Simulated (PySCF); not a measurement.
Method: PySCF energies plus ideal-gas RRHO corrections (1 bar). Table values come from the NASA 1993 polynomials. All species are closed-shell singlets. The harmonic model lacks anharmonicity and excited electronic states, which grow with temperature; levels with a mode under 35 cm⁻¹ are left out. The table's entry may be an old estimate for CH₃F (not checked at source).

Harmonic frequencies at PBE/def2-SVP (cm⁻¹): 1085, 1157, 1157, 1414, 1414, 1444, 2935, 3024, 3024. Point group C3v; S°(298 K) = 222.9 J/mol/K at this level.

Work out Cp and S° of gaseous CH₃F at 500, 800, 1200, 1600, 2000 K from these, and set them beside the table.


```tsv
T (K)	Cp PBE/def2-SVP	Cp table	S° PBE/def2-SVP	S° table
500	51.8	51.2	245.6	245.5
800	69.3	68.9	274.0	273.6
1200	83.8	82.9	305.1	304.5
1600	92.0	91.4	330.5	329.6
2000	96.9	97.0	351.6	350.6
```
Units J/mol/K.
